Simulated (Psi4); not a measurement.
O$_{2}$S, charge +3, doublet (typed; the unrestricted solution is spin-contaminated), geometry from GFN2-xTB of the parent state (a state made from the parent by changing its charge; the spin is typed, not shown lowest); MP2/STO-3G (Psi4 1.11).

Here is a job for Psi4.
```
memory 2 GB

molecule {
3 2
  S     0.01164702   -0.00345740    0.31572720
  O    -0.03156227    1.26296905   -0.30120014
  O     0.00826823   -1.25605426   -0.33025426
}

set basis sto-3g
set reference uhf

energy('mp2')
print_variables()
```

Output, abridged:

```
    SCF Algorithm Type (re)set to DF.

   => Loading Basis Set <=

    Name: STO-3G
    Role: ORBITAL
    Keyword: BASIS

         ---------------------------------------------------------
                                   SCF
               by Justin Turney, Rob Parrish, Andy Simmonett
                          and Daniel G. A. Smith
                              UHF Reference
         ---------------------------------------------------------

  ==> Geometry <==

    Molecular point group: cs
    Full point group: Cs

    Geometry (in Angstrom), charge = 3, multiplicity = 2:

       Center              X                  Y                   Z               Mass
    ------------   -----------------  -----------------  -----------------  -----------------
         S           -0.316029664938    -0.003458812537     0.000000000000    31.972071174400
         O            0.302067582231     1.263134307562     0.000000000000    15.994914619570
         O            0.329640881425    -1.256220522571     0.000000000000    15.994914619570

  Running in cs symmetry.

  Rotational constants: A =      2.64003  B =      0.33206  C =      0.29496 [cm^-1]
  Rotational constants: A =  79146.05480  B =   9954.84663  C =   8842.63598 [MHz]
  Nuclear repulsion =  109.563088747847885

  Charge       = 3
  Multiplicity = 2
  Electrons    = 29
  Nalpha       = 15
  Nbeta        = 14

  ==> Algorithm <==

  SCF Algorithm Type is DF.
  DIIS enabled.
  MOM disabled.
  Fractional occupation disabled.
  Guess Type is SAD.
  Energy threshold   = 1.00e-08
  Density threshold  = 1.00e-08
  Integral threshold = 1.00e-12

  ==> Primary Basis <==

  Basis Set: STO-3G
    Blend: STO-3G
    Number of shells: 11
    Number of basis functions: 19
    Number of Cartesian functions: 19
    Spherical Harmonics?: true
    Max angular momentum: 1

   => Loading Basis Set <=

    Name: (STO-3G AUX)
    Role: JKFIT
    Keyword: DF_BASIS_SCF

  ==> Integral Setup <==

  SCF_SUBTYPE=INCORE selected. In-core MEM_DF algorithm will be used.
  Using in-core AOs.

  ==> MemDFJK: Density-Fitted J/K Matrices <==

    J tasked:                   Yes
    K tasked:                   Yes
    wK tasked:                   No
    Algorithm:                 Core
    Schwarz Cutoff:           1E-12
    Mask sparsity (%):       1.6620
    Fitting Condition:        1E-10

   => Auxiliary Basis Set <=

  Basis Set: (STO-3G AUX)
    Blend: DEF2-UNIVERSAL-JKFIT
    Number of shells: 88
    Number of basis functions: 282
    Number of Cartesian functions: 341
    Spherical Harmonics?: true
    Max angular momentum: 4

  Minimum eigenvalue in the overlap matrix is 2.9309819388E-01.
  Reciprocal condition number of the overlap matrix is 1.6292747403E-01.
    Using symmetric orthogonalization.

  ==> Pre-Iterations <==

  SCF Guess: Superposition of Atomic Densities via on-the-fly atomic UHF (no occupation information).

   -------------------------
    Irrep   Nso     Nmo
   -------------------------
     A'        15      15
     A"         4       4
   -------------------------
    Total      19      19
   -------------------------

  ==> Iterations <==

                           Total Energy        Delta E     RMS |[F,P]|

   @DF-UHF iter SAD:  -539.95518390854977   -5.39955e+02   0.00000e+00
   @DF-UHF iter   1:  -538.28927460752550    1.66591e+00   2.74832e-02 ADIIS/DIIS
   @DF-UHF iter   2:  -538.42949832631143   -1.40224e-01   1.82792e-02 ADIIS/DIIS
   @DF-UHF iter   3:  -538.49145206668493   -6.19537e-02   6.51215e-03 ADIIS/DIIS
   @DF-UHF iter   4:  -538.51448662355460   -2.30346e-02   3.20768e-03 ADIIS/DIIS
   @DF-UHF iter   5:  -538.52348901490200   -9.00239e-03   1.34310e-03 ADIIS/DIIS
   @DF-UHF iter   6:  -538.52512748339052   -1.63847e-03   7.77887e-04 ADIIS/DIIS
   @DF-UHF iter   7:  -538.52593844029855   -8.10957e-04   3.15928e-04 ADIIS/DIIS
   @DF-UHF iter   8:  -538.52604112920039   -1.02689e-04   1.76092e-04 ADIIS/DIIS
   @DF-UHF iter   9:  -538.52607542944327   -3.43002e-05   4.98697e-05 DIIS
   @DF-UHF iter  10:  -538.52607704727029   -1.61783e-06   1.67215e-05 DIIS
   @DF-UHF iter  11:  -538.52607726331166   -2.16041e-07   6.97078e-06 DIIS
   @DF-UHF iter  12:  -538.52607730211582   -3.88042e-08   2.65855e-06 DIIS
   @DF-UHF iter  13:  -538.52607730588818   -3.77236e-09   1.87410e-06 DIIS
   @DF-UHF iter  14:  -538.52607730871978   -2.83160e-09   6.55990e-07 DIIS
   @DF-UHF iter  15:  -538.52607730899763   -2.77851e-10   2.88661e-07 DIIS
   @DF-UHF iter  16:  -538.52607730908073   -8.31051e-11   9.02101e-08 DIIS
   @DF-UHF iter  17:  -538.52607730908881   -8.07177e-12   2.64288e-08 DIIS
   @DF-UHF iter  18:  -538.52607730908926   -4.54747e-13   8.40238e-09 DIIS
  Energy and wave function converged.

  ==> Post-Iterations <==

   @Spin Contamination Metric:   5.984583873E-01
   @S^2 Expected:                7.500000000E-01
   @S^2 Observed:                1.348458387E+00
   @S   Expected:                5.000000000E-01
   @S   Observed:                5.000000000E-01

    Orbital Energies [Eh]
    ---------------------

    Alpha Occupied:

       1Ap   -92.533139     2Ap   -21.794598     3Ap   -21.794558
       4Ap   -10.346605     5Ap    -7.990925     1App   -7.974844
       6Ap    -7.969001     7Ap    -2.710316     8Ap    -2.632059
       9Ap    -1.886303    10Ap    -1.802973     2App   -1.768216
      11Ap    -1.745517    12Ap    -1.701084     3App   -1.644387

    Alpha Virtual:

      13Ap    -1.133764     4App   -1.014442    14Ap    -0.768344
      15Ap    -0.518955

    Beta Occupied:

       1Ap   -92.542472     2Ap   -21.768969     3Ap   -21.768945
       4Ap   -10.360960     5Ap    -8.000096     6Ap    -7.998586
       1App   -7.989526     7Ap    -2.616688     8Ap    -2.489767
       9Ap    -1.890339     2App   -1.747725    10Ap    -1.680387
      11Ap    -1.667612     3App   -1.534770

    Beta Virtual:

       4App   -1.034293    12Ap    -0.974894    13Ap    -0.967323
      14Ap    -0.687978    15Ap    -0.514734

    Final Occupation by Irrep:
             Ap   App
    DOCC [    11,    3 ]
    SOCC [     1,    0 ]
    NA   [    12,    3 ]
    NB   [    11,    3 ]

  @DF-UHF Final Energy:  -538.52607730908926

   => Energetics <=

    Nuclear Repulsion Energy =            109.5630887478478854
    One-Electron Energy =                -925.8269662652691068
    Two-Electron Energy =                 277.7378002083319188
    Total Energy =                       -538.5260773090892599

  UHF NO Occupations:
  HONO-2 :    3App 1.9784930
  HONO-1 :   11 Ap 1.6694535
  HONO-0 :   12 Ap 1.0000000
  LUNO+0 :   13 Ap 0.3305465
  LUNO+1 :    4App 0.0215070
  LUNO+2 :   14 Ap 0.0011131
  LUNO+3 :   15 Ap 0.0009255

Computation Completed

Properties will be evaluated at   0.000000,   0.000000,   0.000000 [a0]

Properties computed using the SCF density matrix

 Multipole Moments:

 ------------------------------------------------------------------------------------
     Multipole            Electronic (a.u.)      Nuclear  (a.u.)        Total (a.u.)
 ------------------------------------------------------------------------------------

 L = 1.  Multiply by 2.5417464519 to convert [e a0] to [Debye]
 Dipole X            :         -0.6073831           -0.0053043           -0.6126874
 Dipole Y            :         -0.0066475           -0.0000581           -0.0067056
 Dipole Z            :          0.0000000            0.0000000            0.0000000
 Magnitude           :                                                    0.6127241

 ------------------------------------------------------------------------------------

  //>>>>>>>>>>>>>>>>>>>>>>>>>>>>>>>>>>>//
  //               DFMP2               //
  //<<<<<<<<<<<<<<<<<<<<<<<<<<<<<<<<<<<//

   => Loading Basis Set <=

    Name: (STO-3G AUX)
    Role: RIFIT
    Keyword: DF_BASIS_MP2

	 --------------------------------------------------------
	                          DF-MP2
	      2nd-Order Density-Fitted Moller-Plesset Theory

	        Rob Parrish, Justin Turney, Andy Simmonett,
	           Ed Hohenstein, and C. David Sherrill
	 --------------------------------------------------------

	 --------------------------------------------------------
	                 NBF =    19, NAUX =   158
	 --------------------------------------------------------
	   CLASS    FOCC     OCC    AOCC    AVIR     VIR    FVIR
	   ALPHA       0      15      15       4       4       0
	    BETA       0      14      14       5       5       0
	 --------------------------------------------------------

	-----------------------------------------------------------
	 ==================> DF-MP2 Energies <====================
	-----------------------------------------------------------
	 Reference Energy          =    -538.5260773090892599 [Eh]
	 Singles Energy            =      -0.0000000000000000 [Eh]
	 Same-Spin Energy          =      -0.0449018144919607 [Eh]
	 Opposite-Spin Energy      =      -0.1243721921244155 [Eh]
	 Correlation Energy        =      -0.1692740066163762 [Eh]
	 Total Energy              =    -538.6953513157055795 [Eh]
	-----------------------------------------------------------
	 ================> DF-SCS-MP2 Energies <==================
	-----------------------------------------------------------
	 SCS Same-Spin Scale       =       0.3333333333333333 [-]
	 SCS Opposite-Spin Scale   =       1.2000000000000000 [-]
	 SCS Same-Spin Energy      =      -0.0149672714973202 [Eh]
	 SCS Opposite-Spin Energy  =      -0.1492466305492986 [Eh]
	 SCS Correlation Energy    =      -0.1642139020466188 [Eh]
	 SCS Total Energy          =    -538.6902912111359001 [Eh]
	-----------------------------------------------------------

  Variable Map:
  ----------------------------------------------------------------------------
  "CURRENT CORRELATION ENERGY"           =>      -0.169274006616
  "CURRENT ENERGY"                       =>    -538.695351315706
  "CURRENT REFERENCE ENERGY"             =>    -538.526077309089
  "CUSTOM SCS-MP2 CORRELATION ENERGY"    =>      -0.164213902047
  "CUSTOM SCS-MP2 TOTAL ENERGY"          =>    -538.690291211136
  "DD SOLVATION ENERGY"                  =>       0.000000000000
  "HF KINETIC ENERGY"                    =>     528.326735040624
  "HF POTENTIAL ENERGY"                  =>   -1066.852812349714
  "HF TOTAL ENERGY"                      =>    -538.526077309089
  "HF VIRIAL RATIO"                      =>       2.019304989871
  "MP2 CORRELATION ENERGY"               =>      -0.169274006616
  "MP2 DOUBLES ENERGY"                   =>      -0.169274006616
  "MP2 OPPOSITE-SPIN CORRELATION ENERGY" =>      -0.124372192124
  "MP2 SAME-SPIN CORRELATION ENERGY"     =>      -0.044901814492
  "MP2 SINGLES ENERGY"                   =>      -0.000000000000
  "MP2 TOTAL ENERGY"                     =>    -538.695351315706
  "NUCLEAR REPULSION ENERGY"             =>     109.563088747848
  "ONE-ELECTRON ENERGY"                  =>    -925.826966265269
  "PCM POLARIZATION ENERGY"              =>       0.000000000000
  "PE ENERGY"                            =>       0.000000000000
  "SCF ITERATION ENERGY"                 =>    -538.526077309089
  "SCF ITERATIONS"                       =>      18.000000000000
  "SCF TOTAL ENERGY"                     =>    -538.526077309089
  "SCS-MP2 CORRELATION ENERGY"           =>      -0.164213902047
  "SCS-MP2 TOTAL ENERGY"                 =>    -538.690291211136
  "TWO-ELECTRON ENERGY"                  =>     277.737800208332

  Array Variable Map:
  ----------------------------------------------------------------------------
  "CURRENT DIPOLE"                       =>      -0.612687429004 ... 0.000000000000 1 by 3
  "SCF DIPOLE"                           =>      -0.612687429004 ... 0.000000000000 1 by 3
  "SCF TOTAL ENERGIES"                   =>    -539.955183908550 ... -538.526077309089 1 by 19
```
